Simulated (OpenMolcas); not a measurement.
# CF+ (SMILES [C+]F): levels of theory compared

We compute a comparison of 6 runs (HF/STO-3G, B3LYP/aug-cc-pVTZ, SVWN5/aug-cc-pVTZ, revPBE/aug-cc-pVTZ, MP2/aug-cc-pVTZ, CCSD(T)/aug-cc-pVTZ) of CF+. 

Program for the calculation: OpenMolcas 26.06.

1 further run of the same task is left out (set aside as unsound or not needed).

**1. The molecule**

The species is CF+ (2 atoms), meant as a singlet with charge +1. As SMILES, `[C+]F`. Geometry: relaxed at PBE0-D4/def2-TZVP.

Bond lengths: C1–F2 1.153 Å.

**2. Energy and gradient at HF/STO-3G (run 1)**

The input, struct.xyz:

```xyz
2

C      0.492270    -0.160830     0.253170
F     -0.492270     0.160830    -0.253170
```

The input, run.inp:

```
&GATEWAY
 BasLib=$CurrDir
 Coord=struct.xyz
 Basis=STO-3G
 Group=NoSym

&SEWARD

&SCF
 Charge=1
 Thresholds=1e-10 1e-07 1e-07 1e-05
 PrOrbitals=0

&ALASKA
```

The basis set STO-3G is read from a file made from the Basis Set Exchange's data (not shown).

Launch:

```console
export MOLCAS_MEM=1860
pymolcas run.inp > run.log
```

Output:

```text
--- Start Module: gateway ---
[...]
--- Stop Module: gateway /rc=_RC_ALL_IS_WELL_ ---
[...]
      Basis functions           10
[...]
--- Start Module: scf ---
[...]
       Convergence after  14 Iterations
[...]
::    Total SCF energy                               -135.0333105901
[...]
      Total spin, S                                     0.0000000000
[...]
      Total electronic charge=   14.000000
      Total            charge=    1.000000
[...]
      Dipole Moment (debye):
      Origin of the operator (angstrom)=   -0.1111    0.0363   -0.0572
                   X=  8.9487E-01               Y= -2.9237E-01               Z=  4.6023E-01           Total=  1.0479E+00
      Center of Charge (angstrom)
[...]
--- Stop Module: scf /rc=_RC_ALL_IS_WELL_ ---
--- Start Module: alaska ---
[...]
 *              Molecular gradients               *
 **************************************************
  Irreducible representation: a
 ------------------------------------------------------------------------------------------
                              X                       Y                       Z
 ------------------------------------------------------------------------------------------
  C1               -1.02094172565621E-01    3.33552842418068E-02   -5.25061077628806E-02
  F2                1.02094172565618E-01   -3.33552842418086E-02    5.25061077628806E-02
 ------------------------------------------------------------------------------------------
--- Stop Module: alaska /rc=_RC_ALL_IS_WELL_ ---
[...]
```

Wall time 2.2 s (1 thread of Intel Xeon Platinum 8259CL at 2.50GHz (Skylake/Cascade Lake), shared host); peak memory 0.37 GiB.

**3. Energy and gradient at B3LYP/aug-cc-pVTZ (run 2)**

The input, run.input:

```
* CF Kohn-Sham DFT

&GATEWAY
  BasLib = $CurrDir
  Coord
  2
  bohr
  C      0.93025548    -0.30392465     0.47842196
  F     -0.93025548     0.30392465    -0.47842196
  Basis = aug-cc-pVTZ
  Group = NoSym

&SEWARD
  GridInput
  Grid=UltraFine
  End of Grid

&SCF
  Charge = 1
  KSDFT = B3LYP
  Thresholds = 1e-10 1e-07 1e-07 1e-05
  PrOrbitals = 1 1

&ALASKA
```

The basis set aug-cc-pVTZ is read from a file made from the Basis Set Exchange's data (not shown).

Launch:

```console
export MOLCAS_MEM=1860
pymolcas run.input > run.log
```

Output:

```text
--- Start Module: gateway ---
[...]
--- Stop Module: gateway /rc=_RC_ALL_IS_WELL_ ---
[...]
      Basis functions           92
[...]
--- Start Module: scf ---
[...]
       Convergence after  14 Iterations
[...]
::    Total KS-DFT energy                            -137.4898265148
[...]
      Total spin, S                                     0.0000000000
[...]
      Total electronic charge=   14.000000
      Total            charge=    1.000000
[...]
      Dipole Moment (debye):
      Origin of the operator (angstrom)=   -0.1111    0.0363   -0.0572
                   X=  8.6475E-01               Y= -2.8252E-01               Z=  4.4474E-01           Total=  1.0126E+00
      Center of Charge (angstrom)
[...]
--- Stop Module: scf /rc=_RC_ALL_IS_WELL_ ---
[...]
--- Start Module: alaska ---
[...]
 *              Molecular gradients               *
 **************************************************
  Irreducible representation: a
 ------------------------------------------------------------------------------------------
                              X                       Y                       Z
 ------------------------------------------------------------------------------------------
  C1               -5.94867335614246E-03    1.94349671353589E-03   -3.05934877860725E-03
  F2                5.94867335614246E-03   -1.94349671353500E-03    3.05934877861258E-03
 ------------------------------------------------------------------------------------------
--- Stop Module: alaska /rc=_RC_ALL_IS_WELL_ ---
[...]
```

It took 21 s on 1 thread of Intel Xeon Platinum 8259CL at 2.50GHz (Skylake/Cascade Lake), shared host; peak memory 0.51 GiB.

Runs 3 to 5 aren't shown in full; the table further down has their settings and results.

**4. The energy at CCSD(T)/aug-cc-pVTZ (run 6)**

The input, calc.inp:

```
&GATEWAY
  BasLib = $CurrDir
  Coord
  2
  bohr
  C      0.93025548    -0.30392465     0.47842196
  F     -0.93025548     0.30392465    -0.47842196
  Basis = aug-cc-pVTZ
  Group = NoSym

&SEWARD

&SCF
  Charge = 1
  Thresholds = 1e-10 1e-07 1e-07 1e-05
  PrOrbitals = 1 1

&RASSCF
  FileOrb = $Project.ScfOrb
  Spin = 1
  Nactel = 0 0 0
  Inactive = 7
  Ras2 = 0
  OutOrbitals = Canonical
  OrbListing = Nothing

&MOTRA
  JobIph
  Frozen = 2

&CCSDT
  CCT
  Triples = 2
  Iterations = 80
  Accuracy = 1e-08
  Extrapolation = 5 4
```

The basis set aug-cc-pVTZ is read from a file made from the Basis Set Exchange's data (not shown).

Launch:

```console
export MOLCAS_MEM=1860
pymolcas calc.inp > calc.log
```

Output:

```text
--- Start Module: gateway ---
[...]
--- Stop Module: gateway /rc=_RC_ALL_IS_WELL_ ---
[...]
      Basis functions           92
[...]
       Convergence after  14 Iterations
[...]
::    Total SCF energy                               -136.9014111658
[...]
      Total spin, S                                     0.0000000000
[...]
      Number of active orbitals                  0
[...]
      Spin quantum number                      0.0
[...]
      Active orbitals                            0
[...]
      Number of CSFs                             1
[...]
      Number of root(s) required                 1
[...]
      Convergence after  4 iterations
[...]
      Natural orbitals and occupation numbers for root  1
      ************************************************************************************************************************
      *                                                    Final results                                                     *
      ************************************************************************************************************************
[...]
::    RASSCF root number  1 Total energy:   -136.90141117
[...]
      Total electronic charge=   14.000000
      Total            charge=    1.000000
[...]
      Dipole Moment (debye):
      Origin of the operator (angstrom)=   -0.1111    0.0363   -0.0572
                   X=  1.1840E+00               Y= -3.8681E-01               Z=  6.0890E-01           Total=  1.3864E+00
      Center of Charge (angstrom)
[...]
--- Start Module: motra ---
[...]
      *** WARNING: Default frozen orbitals is overwritten by user input.
      *** Default values:   2
[...]
--- Stop Module: motra /rc=_RC_ALL_IS_WELL_ ---
[...]
--- Start Module: ccsdt ---
[...]
      Convergence after                    15  Iterations
      Total energy (diff) :    -137.26690209       0.00000000
[...]
 METHOD                       : CCSD+T(CCSD)+<T3(1)WT1> = CCSD(T)
[...]
       CCSD     =      -137.2669020909732
[...]
--- Stop Module: ccsdt /rc=_RC_ALL_IS_WELL_ ---
[...]
```

It took 31 s on 1 thread of Intel Xeon Platinum 8259CL at 2.50GHz (Skylake/Cascade Lake), shared host; peak memory 0.51 GiB.

**5. The series**

| run | level | integration grid | task | energy (Eh) | HOMO energy (eV) | LUMO energy (eV) | HOMO–LUMO gap (eV) | wall time |
| --- | --- | --- | --- | --- | --- | --- | --- | --- |
| 1 | HF/STO-3G | – | gradient | -135.033311 | -25.58 | -6.37 | 19.21 | 2.2 s |
| 2 | B3LYP/aug-cc-pVTZ | UltraFine | gradient | -137.489827 | -21.69 | -12.89 | 8.81 | 21 s |
| 3 | SVWN5/aug-cc-pVTZ | UltraFine | gradient | -136.497173 | -20.13 | -14.19 | 5.93 | 18 s |
| 4 | revPBE/aug-cc-pVTZ | UltraFine | gradient | -137.453261 | -20.11 | -13.81 | 6.30 | 23 s |
| 5 | MP2/aug-cc-pVTZ | – | energy | -137.255892 | -26.48 | -7.42 | 19.06 | 10 s |
| 6 | CCSD(T)/aug-cc-pVTZ | – | energy | -137.281777 | -26.48 | -7.42 | 19.06 | 31 s |

**6. What came out**

```
                                          quantity          value
                               run 6: total energy  -137.28178 Eh
        run 6: HOMO energy (Hartree–Fock orbitals)      -26.48 eV
        run 6: LUMO energy (Hartree–Fock orbitals)       -7.42 eV
      run 6: HOMO–LUMO gap (Hartree–Fock orbitals)       19.06 eV
run 6: correlation energy (2 core orbitals frozen)     -380.4 mEh
                             run 6: (T) correction     -14.88 mEh
```

In words: Over runs 1, 2, 3, 4 the HOMO–LUMO gap runs from 5.93 eV (SVWN5/aug-cc-pVTZ) to 19.21 eV (HF/STO-3G). The two ends differ in method and basis. Totals of different functionals can't be ranked against each other. In run 1 the basis is minimal, so the values are rough. All runs together took 1.8 min, the longest 31 s.
